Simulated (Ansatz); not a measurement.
Process, species as SMILES: [CH3] (CH3) → C atom + 3 H atom
B3LYP-D3(BJ)/def2-TZVP geometries, fixed; electronic energies without zero-point terms.

Basis-set convergence of the atomisation energy at MP2 with Ansatz (a program for electronic structure). Cartesian d functions, on some or all atoms, in 6-31G*, 6-31+G*; all else is spherical. Cores are frozen. Open shells are unrestricted. No added dispersion term, no relativity. Functions are those of the species that has most. Reference: Hartree-Fock in aug-cc-pVQZ plus the correlation part extrapolated as X^-3 from aug-cc-pVTZ and aug-cc-pVQZ, 305.67 kcal/mol, itself unsure by roughly 0.75 kcal/mol (a third of the extrapolation step and of the last Hartree-Fock step). Deviations are taken from unrounded values.

| basis | functions | atomisation energy (kcal/mol) |
|---|---|---|
| 6-31G* | 21 | 276.78 |
| 6-31+G* | 25 | 276.79 |
| cc-pVDZ | 29 | 285.05 |
| aug-cc-pVDZ | 50 | 287.80 |
| def2-SVP | 29 | 292.51 |
| def2-SVPD | 44 | 294.45 |
| pcseg-1 | 29 | 289.57 |
| aug-pcseg-1 | 50 | 291.31 |
| 6-311G** | 36 | 290.40 |
| 6-311+G** | 40 | 290.68 |
| def2-TZVP | 49 | 294.68 |
| def2-TZVPD | 64 | 295.16 |
| cc-pVTZ | 72 | 299.78 |
| aug-cc-pVTZ | 115 | 300.74 |
| pcseg-2 | 72 | 301.04 |
| aug-pcseg-2 | 115 | 301.54 |
| def2-TZVPP | 73 | 300.14 |
| def2-TZVPPD | 88 | 300.39 |
| cc-pVQZ | 145 | 303.35 |
| aug-cc-pVQZ | 218 | 303.72 |
| def2-QZVPP | 147 | 303.46 |
| def2-QZVPPD | 162 | 303.49 |
| pcseg-3 | 159 | 304.23 |
| aug-pcseg-3 | 232 | 304.37 |

What the diffuse functions change, pair by pair:
- 6-31G* to 6-31+G*: 4 more functions, deviation -28.89 to -28.88 kcal/mol
- cc-pVDZ to aug-cc-pVDZ: 21 more functions, deviation -20.62 to -17.87 kcal/mol
- def2-SVP to def2-SVPD: 15 more functions, deviation -13.16 to -11.22 kcal/mol
- pcseg-1 to aug-pcseg-1: 21 more functions, deviation -16.10 to -14.36 kcal/mol
- 6-311G** to 6-311+G**: 4 more functions, deviation -15.27 to -14.99 kcal/mol
- def2-TZVP to def2-TZVPD: 15 more functions, deviation -10.99 to -10.50 kcal/mol
- cc-pVTZ to aug-cc-pVTZ: 43 more functions, deviation -5.89 to -4.93 kcal/mol
- pcseg-2 to aug-pcseg-2: 43 more functions, deviation -4.63 to -4.13 kcal/mol
- def2-TZVPP to def2-TZVPPD: 15 more functions, deviation -5.53 to -5.28 kcal/mol
- cc-pVQZ to aug-cc-pVQZ: 73 more functions, deviation -2.32 to -1.95 kcal/mol
- def2-QZVPP to def2-QZVPPD: 15 more functions, deviation -2.21 to -2.17 kcal/mol
- pcseg-3 to aug-pcseg-3: 73 more functions, deviation -1.44 to -1.30 kcal/mol

Leaving out the reference's own pair, they bring the value nearer the reference by more than 0.75 kcal/mol in 4 of 11 pairs.
